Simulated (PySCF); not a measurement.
Some computed properties have been withheld. Give your best values.

Compound: C2H3Si (charge -1).
SMILES: `C#C[SiH2-]`

| property | level | value |
| --- | --- | --- |
| point group | PBE0-D3(BJ)/def2-SVP | ? |
| rotational constants A, B, C | PBE0-D3(BJ)/def2-SVP | 109.090, 4.779, 4.755 GHz |
| HOMO energy | KT2/pcSseg-2 | ? |
| LUMO energy | KT2/pcSseg-2 | ? |
| 13C chemical shifts (computed TMS as zero) by class | GIAO KT2/pcSseg-2 | ? |
| 1H chemical shifts (computed TMS as zero) by class | GIAO KT2/pcSseg-2 | 3.12 (2 H), 2.09 (1 H) ppm |
| isotropic shieldings of nuclei other than C and H, by class | GIAO KT2/pcSseg-2 | ? |

Gas-phase values; electronic properties from PySCF, density fitting. Geometry: PBE0-D3(BJ)/def2-SVP; no solvent, vibrations or thermal averaging. The geometry's basis has no diffuse functions, a weakness for an anion. The HOMO energy is positive, so at this level the finite basis confines the outermost electrons. No diffuse functions stand in pcSseg-2, which bears on an anion's orbital energies.

Q: What is the point group?

A: Cs.

Q: Give the LUMO energy.

A: 4.18 eV.

Q: What are the 13C chemical shifts (computed TMS as zero) by class?

A: 112.2 (1 C), 79.2 (1 C) ppm.

Q: Give the HOMO energy.

A: 0.63 eV.

Q: What are the isotropic shieldings of nuclei other than C and H, by class?

A: 515 (1 Si) ppm.

The rotational constants make it an asymmetric top with κ = (2B − A − C)/(A − C) = -1.00, nearer the prolate limit (−1). With B = h/(8π²I), that is 505.379 GHz u Å² over I, the principal moments of inertia are 4.63, 105.7 and 106.3 u Å² (most abundant isotopes); the inertial defect Ic − Ia − Ib is -4.0 u Å² (zero for a rigid planar frame, negative otherwise).

For the geometry optimisation (PBE0-D3(BJ)/def2-SVP), the run took 5.5 s wall on one thread, Arm Neoverse V1, shared host.
